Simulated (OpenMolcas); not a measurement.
# UPBE0/STO-3G run of doublet [AlHCl2]+

Aim: a single-point energy of doublet [AlHCl2]+. 

Program for the calculation: OpenMolcas 26.06.

2 further runs of the same task are left out: 1 for a known fault of the program, 1 set aside as unsound or not needed.

## Step 1: The system as given

[AlHCl2]+: 4 atoms, total charge +1, spin state doublet. As SMILES of the parent species, `[H][Al]([Cl])[Cl]`. Geometry: a GFN2-xTB relaxation, a rough one for these elements and not checked as a minimum. That shape belongs to the parent species and isn't relaxed for this state.

Bond lengths: Al1–Cl2 2.022 Å, Al1–Cl3 2.023 Å, Al1–H4 1.522 Å. Angles: Cl2–Al1–Cl3 124.1°, Cl2–Al1–H4 118.0°, Cl3–Al1–H4 117.9°.

## Step 2: The energy at UPBE0/STO-3G

File struct.xyz:

```xyz
4

Al    -0.047750    -0.080660    -0.000420
Cl     1.971850    -0.182600     0.014280
Cl    -1.095680     1.649890    -0.015830
H     -0.828410    -1.386630     0.001980
```

File job.input:

```
&GATEWAY
  BasLib = $CurrDir
  Coord = struct.xyz
  Basis = STO-3G
  Group = NoSym

&SEWARD
  GridInput
  Grid=UltraFine
  End of Grid

&SCF
  UHF
  Charge = 1
  Spin = 2
  KSDFT = PBE0
  Thresholds = 1e-10 1e-07 1e-07 1e-05
  PrOrbitals = 1 1
```

The basis set STO-3G is read from a file made from the Basis Set Exchange's data (not shown).

Run with:

```console
$ export MOLCAS_MEM=1860
$ pymolcas job.input > job.log
```

Standard output:

```text
--- Start Module: gateway ---

                                              &GATEWAY

                       available to each process: 1.9 GB of memory, 1 thread

 Basis Set     1 Label: AL.STO-3G
 Basis set is read from library:.
 basistype.tbl is not found

 Basis Set     2 Label: CL.STO-3G
 Basis set is read from library:.
 basistype.tbl is not found

 Basis Set     3 Label: H.STO-3G
 Basis set is read from library:.
 basistype.tbl is not found

++    Symmetry information:
      ---------------------

                    Character Table for C1

                             E
                    a        1  x, y, xy, Rz, z, xz, Ry, yz, Rx, I
--

++    Basis set information:
      ----------------------

      Basis set label: AL.STO-3G.........

      Electronic valence basis set:
      ------------------
      Associated Effective Charge  13.000000 au
      Associated Actual Charge     13.000000 au
      Nuclear Model: Point charge

      Shell  nPrim  nBasis  Cartesian Spherical Contaminant
         s       9       3        X
         p       6       2        X

      Basis set label: CL.STO-3G.........

      Electronic valence basis set:
      ------------------
      Associated Effective Charge  17.000000 au
      Associated Actual Charge     17.000000 au
      Nuclear Model: Point charge

      Shell  nPrim  nBasis  Cartesian Spherical Contaminant
         s       9       3        X
         p       6       2        X

      Basis set label: H.STO-3G.........

      Electronic valence basis set:
      ------------------
      Associated Effective Charge   1.000000 au
      Associated Actual Charge      1.000000 au
      Nuclear Model: Point charge

      Shell  nPrim  nBasis  Cartesian Spherical Contaminant
         s       3       1        X
--

++    Molecular structure info:
      -------------------------

                    ************************************************
                    **** Cartesian Coordinates / bohr, angstrom ****
                    ************************************************

     Center  Label                x              y              z                     x              y              z
        1      AL1             -0.090234      -0.152425      -0.000794             -0.047750      -0.080660      -0.000420
        2      CL2              3.726256      -0.345064       0.026985              1.971850      -0.182600       0.014280
        3      CL3             -2.070535       3.117840      -0.029914             -1.095680       1.649890      -0.015830
        4      H4              -1.565468      -2.620351       0.003742             -0.828410      -1.386630       0.001980

                    ***************************************
                    *    InterNuclear Distances / bohr    *
                    ***************************************

               1 AL1           2 CL2           3 CL3           4 H4
    1 AL1      0.000000
    2 CL2      3.821451        0.000000
    3 CL3      3.823228        6.752610        0.000000
    4 H4       2.875238        5.760193        5.760474        0.000000

                    *******************************************
                    *    InterNuclear Distances / angstrom    *
                    *******************************************

               1 AL1           2 CL2           3 CL3           4 H4
    1 AL1      0.000000
    2 CL2      2.022225        0.000000
    3 CL3      2.023165        3.573327        0.000000
    4 H4       1.521510        3.048163        3.048312        0.000000
--

            Nuclear Potential Energy            168.85806437 au

--- Stop Module: gateway /rc=_RC_ALL_IS_WELL_ ---

--- Start Module: seward ---

                                              &SEWARD

                       available to each process: 1.9 GB of memory, 1 thread

               SEWARD will generate:
                  Multipole Moment integrals up to order  2
                  Kinetic Energy integrals
                  Nuclear Attraction integrals (point charge)
                  One-Electron Hamiltonian integrals
                  Velocity integrals
                  Orbital angular momentum around (  0.5503   0.9212  -0.0012 )
                  Velocity quadrupole around (  0.5503   0.9212  -0.0012 )
                  Two-Electron Repulsion integrals

                   Integrals are discarded if absolute value <: 1.00E-14
                   Integral cutoff threshold is set to       <: 1.00E-16

            Nuclear Potential Energy            168.85806437 au

      Basis set specifications :
      Symmetry species         a
      Basis functions           28

--- Stop Module: seward /rc=_RC_ALL_IS_WELL_ ---

--- Start Module: scf ---

                                                &SCF

                       available to each process: 1.9 GB of memory, 1 thread

++    Input section:
      --------------

      Header of the integral files:

      Cartesian coordinates in angstrom:
      -----------------------------------------------------
      No.  Label        X            Y            Z
      -----------------------------------------------------
       1   AL1       -0.04775000  -0.08066000  -0.00042000
       2   CL2        1.97185000  -0.18260000   0.01428000
       3   CL3       -1.09568000   1.64989000  -0.01583000
       4   H4        -0.82841000  -1.38663000   0.00198000
      -----------------------------------------------------
      Nuclear repulsion energy =  168.85806437
--

++    Orbital specifications:
      -----------------------

      Symmetry species               1
                                     a
      Frozen orbitals                0
      Start temperature = 0.500
      End temperature   = 0.010
      Temperature Factor= 0.460
      Deleted orbitals               0
      Total number of orbitals      28
      Number of basis functions     28
--

      Molecular charge                           1.000

      Numerical integration parameters
      --------------------------------
      Radial quadrature type:                         MHL
      Size of radial grid:                            99
      Lebedev angular grid:                           41
      Angular grid pruned with the crowding factor:  1.00E+10
                                 and fading factor:  1.00E+01
      Screening threshold for integral computation:   1.00E-11
      Radial quadrature accuracy:                     1.00E-25
      Maximum batch size:                             128
      AO values are stored on disk
      The same grid will be used for all iterations.

      DFT functional specifications
      -----------------------------
      Using Libxc version: 6.2.2
      Please cite the following reference:
      S. Lehtola, C. Steigemann, M. J.T. Oliveira, and M. A.L. Marques.,  SoftwareX 7, 1–5 (2018) doi:10.1016/j.softx.2017.11.002

      * PBEH (PBE0)

++    Optimization specifications:
      ----------------------------

      SCF Algorithm: Conventional USCF
      D(i)-D(i-1) density differences are used
      Number of density matrices in core                 5
      Maximum number of NDDO SCF iterations            400
      Maximum number of HF SCF iterations              400
      Threshold for SCF energy change             1.00E-10
      Threshold for density matrix                1.00E-07
      Threshold for Fock matrix                   1.00E-07
      Threshold for linear dependence             1.00E-09
      Threshold at which DIIS is turned on        1.50E-01
      Maximum depth in the DIIS procedure                5
      Maximum depth in the BFGS Hessian update          30
      Threshold at which QNR/C2DIIS is turned on  7.50E-02
      Threshold for Norm(delta) (QNR/C2DIIS)      1.00E-05
      All orbitals punched on: UHFORB
--

      Input vectors read from INPORB
      Orbital file label: *Guess orbitals

++ Convergence information
                               UHF PBE0       iterations: Energy and convergence statistics

Iter     Tot. PBE0       One-elec.       Two-elec.     Energy      Max Dij or  Max Fij      DNorm      TNorm      AccCon     Time
         Energy          Energy          Energy        Change      Delta Norm                                                in Sec.

 The total and one-electron energies are shifted by a value of      1000. a.u.

   1  -146.623199039  -970.346191182   654.864927771   0.00E+00    8.93E-02*   7.36E-01*    1.15E+01   1.54E+02   None         0.
   2  -148.932693083  -975.402677364   657.611919910  -2.31E+00*   5.26E-01*   1.63E-01*    4.49E+00   1.55E+02   EDIIS        0.
   3  -148.734898240  -969.160158794   651.567196183   1.98E-01*   1.78E-01*   1.04E-01*    3.42E+00   1.54E+02   EDIIS        0.
   4  -149.818621656  -972.770094864   654.093408836  -1.08E+00*   1.56E-01*   4.39E-02*    2.60E+00   1.54E+02   EDIIS        0.
   5  -149.864014845  -972.934126441   654.212047225  -4.54E-02*   1.20E-01*   2.52E-02*    7.64E-01   1.54E+02   EDIIS        0.
   6  -149.878138783  -973.728265711   654.992062557  -1.41E-02*   3.91E-01*   5.41E-02*    9.91E-01   1.54E+02   EDIIS        0.
   7  -149.885536437  -972.509808854   653.766208045  -7.40E-03*   2.37E-01*   3.71E-02*    1.07E+00   1.54E+02   EDIIS        0.

       Fermi aufbau procedure completed!
      nOcc(alpha)=   24
      nOcc(beta) =   23

   8  -149.895764200  -973.477180279   654.723351707  -1.02E-02*   5.00E-01*   3.63E-02*    6.28E-01   1.54E+02   EDIIS        0.
   9  -149.888362355  -973.012892317   654.266465590   7.40E-03*   1.10E-01*   2.33E-02*    8.06E-01   1.54E+02   EDIIS        0.
  10  -149.901630978  -973.010348462   654.250653112  -1.33E-02*   1.32E-01*   1.45E-02*    2.41E-01   1.54E+02   c2DIIS       0.
  11  -149.901314655  -973.353578846   654.594199820   3.16E-04*   1.87E-02*   4.36E-03*    2.44E-01   1.54E+02   c2DIIS       0.
  12  -149.902279761  -973.198630739   654.438286607  -9.65E-04*   6.68E-02*   1.68E-03*    3.51E-02   1.54E+02   QNRc2DIIS    0.
  13  -149.902144544  -973.143512278   654.383303363   1.35E-04*   4.81E-02*   4.84E-03*    9.22E-02   1.54E+02   QNRc2DIIS    0.
  14  -149.902307548  -973.156696753   654.396324834  -1.63E-04*   7.97E-03*   7.02E-04*    6.75E-02   1.54E+02   QNRc2DIIS    0.
  15  -149.902312779  -973.173001905   654.412624754  -5.23E-06*   2.96E-03*   1.27E-04*    1.15E-02   1.54E+02   QNRc2DIIS    0.
  16  -149.902313047  -973.171371285   654.410993867  -2.68E-07*   7.99E-04*   4.23E-05*    4.28E-03   1.54E+02   QNRc2DIIS    0.
  17  -149.902313063  -973.170395014   654.410017580  -1.60E-08*   3.36E-04*   2.57E-05*    1.22E-03   1.54E+02   QNRc2DIIS    0.
  18  -149.902313069  -973.170896307   654.410518867  -5.66E-09*   8.29E-05*   2.70E-06*    5.11E-04   1.54E+02   QNRc2DIIS    0.
  19  -149.902313069  -973.170937260   654.410559820  -2.33E-10*   2.21E-05*   7.93E-07*    1.24E-04   1.54E+02   QNRc2DIIS    0.
  20  -149.902313069  -973.170934175   654.410556735  -2.00E-11    3.13E-06    1.68E-07*    3.39E-05   1.54E+02   QNRc2DIIS    0.
  21  -149.902313069  -973.170935589   654.410558148  -9.09E-13    1.98E-06    6.86E-08     4.76E-06   1.54E+02   QNRc2DIIS    0.

       Convergence after  21 Iterations
--

 *****************************************************************************************************************************
 *                                             SCF/KS-DFT Program, Final results                                             *
 *                                                       Final Results                                                       *
 *****************************************************************************************************************************

::    Total KS-DFT energy                           -1149.9023130688
      One-electron energy                           -1973.1709355887
      Two-electron energy                             654.4105581484
      Nuclear repulsion energy                        168.8580643715
      Kinetic energy (interpolated)                  1127.1864571859
      Virial theorem                                    1.0201527048
      Total spin, S(S+1)                                0.7557206042
      Total spin, S                                     0.5028562231
      Max non-diagonal density matrix element           0.0000013891
      Max non-diagonal Fock matrix element              0.0000000549

      All orbitals with orbital energies smaller than  E(LUMO)+0.5 are printed

++    Molecular orbitals:
      -------------------

      Title: UKS-DFT orbitals (alpha)

      Molecular orbitals for symmetry species 1: a

          Orbital            1         2         3         4         5         6         7         8         9        10
          Energy         -100.9403 -100.9401  -55.9596   -9.6363   -9.6361   -7.3851   -7.3848   -7.3767   -7.3763   -7.3712
          Occ. No.          1.0000    1.0000    1.0000    1.0000    1.0000    1.0000    1.0000    1.0000    1.0000    1.0000

          Orbital           11        12        13        14        15        16        17        18        19        20
          Energy           -7.3709   -4.4232   -2.8899   -2.8880   -2.8860   -1.0804   -1.0633   -0.6975   -0.6213   -0.6159
          Occ. No.          1.0000    1.0000    1.0000    1.0000    1.0000    1.0000    1.0000    1.0000    1.0000    1.0000

          Orbital           21        22        23        24        25        26        27        28
          Energy           -0.5714   -0.5681   -0.5624   -0.5522   -0.1590   -0.1466    0.0734    0.1289
          Occ. No.          1.0000    1.0000    1.0000    1.0000    0.0000    0.0000    0.0000    0.0000

--

      All orbitals with orbital energies smaller than  E(LUMO)+0.5 are printed

++    Molecular orbitals:
      -------------------

      Title: UKS-DFT orbitals (beta)

      Molecular orbitals for symmetry species 1: a

          Orbital            1         2         3         4         5         6         7         8         9        10
          Energy         -100.9382 -100.9380  -55.9600   -9.6336   -9.6334   -7.3803   -7.3802   -7.3714   -7.3712   -7.3698
          Occ. No.          1.0000    1.0000    1.0000    1.0000    1.0000    1.0000    1.0000    1.0000    1.0000    1.0000

          Orbital           11        12        13        14        15        16        17        18        19        20
          Energy           -7.3696   -4.4239   -2.8909   -2.8886   -2.8861   -1.0614   -1.0430   -0.6747   -0.5973   -0.5849
          Occ. No.          1.0000    1.0000    1.0000    1.0000    1.0000    1.0000    1.0000    1.0000    1.0000    1.0000

          Orbital           21        22        23        24        25        26
          Energy           -0.5640   -0.5438   -0.5208   -0.4638   -0.1614   -0.1333
          Occ. No.          1.0000    1.0000    1.0000    0.0000    0.0000    0.0000

--

++    Molecular charges:
      ------------------

      Mulliken charges per centre and basis function type
      ---------------------------------------------------

                            AL1                     CL2                     CL3                     H4
                     alpha        beta       alpha        beta       alpha        beta       alpha        beta
      1s           2.4244      2.4643      3.0021      3.0004      3.0020      3.0004      0.6287      0.3587
      2px          1.1784      1.1943      1.7911      1.7012      1.9188      1.7998      0.0000      0.0000
      2pz          1.0791      1.0848      1.9604      1.9575      1.9605      1.9577      0.0000      0.0000
      2py          1.2233      1.2296      1.9794      1.6755      1.8520      1.5757      0.0000      0.0000
      Total        5.9052      5.9730      8.7329      8.3347      8.7333      8.3336      0.6287      0.3587
      Total             11.8782                 17.0676                 17.0669                  0.9874

      Charge            1.1218                 -0.0676                 -0.0669                  0.0126

      Total electronic charge=   47.000000

      Total            charge=    1.000000
--

++    Molecular orbitals:
      -------------------

      Title: Natural orbitals

      Molecular orbitals for symmetry species 1: a

          Orbital            1         2         3         4         5         6         7         8         9        10
          Energy         -100.9393 -100.9391  -55.9598   -9.6348   -9.6346   -7.3819   -7.3816   -7.3747   -7.3745   -7.3705
          Occ. No.          2.0000    2.0000    2.0000    2.0000    2.0000    2.0000    2.0000    2.0000    2.0000    2.0000

          Orbital           11        12        13        14        15        16        17        18        19        20
          Energy           -7.3703   -4.4236   -2.8903   -2.8877   -2.8852   -0.8213   -1.0402   -0.5811   -0.5480   -0.8991
          Occ. No.          2.0000    2.0000    2.0000    2.0000    2.0000    2.0000    2.0000    2.0000    2.0000    2.0000

          Orbital           21        22        23        24        25        26        27        28
          Energy           -0.5684   -0.5827   -0.6377   -0.5159   -0.0370    0.0745   -0.1602    0.0358
          Occ. No.          2.0000    1.9995    1.9977    1.0000    0.0023    0.0005    0.0000    0.0000

--

++    Molecular properties:
      ---------------------

      Charge (e):
                      =    1.0000
      Dipole Moment (debye):
      Origin of the operator (angstrom)=    0.2912    0.4875   -0.0006
                   X= -1.6043E+00               Y= -2.6786E+00               Z= -4.9968E-04           Total=  3.1223E+00
      Center of Charge (angstrom)
                     X=   -0.04280921               Y=   -0.07020827               Z=   -0.00075287
      Quadrupole Moment (debye*angstrom):
      Origin of the operator (angstrom)=    0.2912    0.4875   -0.0006
                  XX= -3.1202E+01              XY=  2.1984E+00              XZ= -2.0255E-02              YY= -2.8828E+01
                  YZ=  1.1832E-02              ZZ= -2.9730E+01
      In traceless form (debye*angstrom)
                  XX= -1.9232E+00              XY=  3.2976E+00              XZ= -3.0382E-02              YY=  1.6380E+00
                  YZ=  1.7748E-02              ZZ=  2.8518E-01
--

--- Stop Module: scf /rc=_RC_ALL_IS_WELL_ ---
--- Module scf spent 5 seconds ---

.##################.
.# Happy landing! #.
.##################.

    Timing: Wall=6.06 User=5.16 System=0.89
```

It took 6.3 s on 1 thread of Arm Neoverse V2, shared host; peak memory 0.37 GiB.

## Step 3: Outcome

Level: UPBE0/STO-3G.

```
                          quantity           value
                      total energy  -1149.90231 Eh
HOMO energy (highest over α and β)       -14.17 eV
 LUMO energy (lowest over α and β)       -12.62 eV
                              ⟨S²⟩           0.756
```
